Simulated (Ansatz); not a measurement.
**CH3+ (triplet): from Hartree-Fock to the top rungs at distance C1–H3 = 1.083 Å, cc-pVDZ**

Aim: climb from Hartree-Fock through coupled cluster and multireference methods for CH3+ (triplet) at one geometry and basis, and see what each rung misses.

Computed with Ansatz 0.2.0, Gaussian basis. Level: cc-pVDZ, core rule «outside noble gas», up to 1 orbitals frozen.

To be run: UHF; CCSD(T) on ROHF; CCSD(T) on UHF; BCCD(T) on ROHF; CISD; CCSDT(Q) on ROHF; CCSDT(Q) on UHF; CASSCF and MRCISD+Q, 4 electrons in 4 orbitals; CASSCF and NEVPT2, 4 electrons in 4 orbitals; CASSCF and MRCISD+Q, 6 electrons in 7 orbitals; CASSCF and NEVPT2, 6 electrons in 7 orbitals; Full CI.

14 further runs of the same task are left out: 11 that didn't finish, 3 set aside as unsound or not needed.

## Step 1: The geometry

The geometry derives from a PBE0/def2-TZVP stationary point (not a proven minimum). One bond is set to the value named and the two fragments are kept rigid.

4 atoms, charge 1, spin multiplicity 3.

Atoms are counted from 1 here; the program's logs count them from 0.

Bond lengths: C1–H2 1.170 Å, C1–H3 1.083 Å, C1–H4 1.170 Å. Angles: H2–C1–H3 144.3°, H2–C1–H4 71.5°, H3–C1–H4 144.3°.

## Step 2: UHF

File in.yaml:

```yaml
crystal:
  periodic: [false, false, false]
  atoms:
    - {symbol: C, position_ang: [0.000000, 0.000000, 0.054784]}
    - {symbol: H, position_ang: [0.000000, 0.683459, -0.895251]}
    - {symbol: H, position_ang: [0.000000, 0.000000, 1.137696]}
    - {symbol: H, position_ang: [0.000000, -0.683459, -0.895251]}
basis:
  gaussian: {orbitals: cc-pVDZ}
total_charge: 1
magnetization: {spin_polarized: true, initial_magnetization: 2}
hamiltonian: {xc: hf}
output: {orbitals: {seedname: orbitals}}
```

Started as:

```
$ ansatz run in.yaml --threads 1 --pin off --events-out ev --progress --plain --max-ram 2393MiB
```

The runs that follow: CCSD(T) on ROHF; CCSD(T) on UHF; BCCD(T) on ROHF; CISD; CCSDT(Q) on ROHF; CCSDT(Q) on UHF; CASSCF and MRCISD+Q, 4 electrons in 4 orbitals; CASSCF and NEVPT2, 4 electrons in 4 orbitals; CASSCF and MRCISD+Q, 6 electrons in 7 orbitals; CASSCF and NEVPT2, 6 electrons in 7 orbitals; Full CI.

Q: Predict the results of all the runs planned. Wanted: FCI below the RHF energy; RMP2 from FCI; UMP2 from FCI; RCCSD from FCI; RCCSD(T) from FCI; UCCSD(T) from FCI; RCCSDT(Q) from FCI; UCCSDT(Q) from FCI; NEVPT2 pair from FCI.

**Answer**, as computed:

| quantity | value |
| --- | --- |
| FCI below the RHF energy | -3.5201 eV |
| RMP2 from FCI | +15.61 kcal/mol |
| UMP2 from FCI | +15.52 kcal/mol |
| RCCSD from FCI | +1.75 kcal/mol |
| RCCSD(T) from FCI | +0.35 kcal/mol |
| UCCSD(T) from FCI | +0.32 kcal/mol |
| RCCSDT(Q) from FCI | 0.00 kcal/mol |
| UCCSDT(Q) from FCI | -0.02 kcal/mol |
| NEVPT2 pair from FCI | +14.55 kcal/mol |
| MRCISD+Q pair from FCI | -0.12 kcal/mol |
| NEVPT2 valence from FCI | +9.97 kcal/mol |
| levels within 1 kcal/mol (43 meV) | RCCSD(T), UCCSD(T), BCCD(T), RCCSDT, UCCSDT, RCCSDT(Q), UCCSDT(Q), MRCISD+Q pair, MRCISD+Q valence |
| T1 diagnostic | 0.020 |
| effectively unpaired electrons | 2.02 |

What this shows: RCCSD(T) misses by +0.35 kcal/mol, 0.4 % of the correlation energy. MRCISD+Q pair falls below full CI: the +Q correction isn't variational, and the cores differ from full CI's. One determinant dominates. Of the multireference levels listed MRCISD+Q valence comes nearest in total energy (+0.04 kcal/mol), which doesn't show that its space is the better one. These misses are within one basis, not against nature; the frozen cores of restricted and unrestricted runs differ, which can shift their rows.
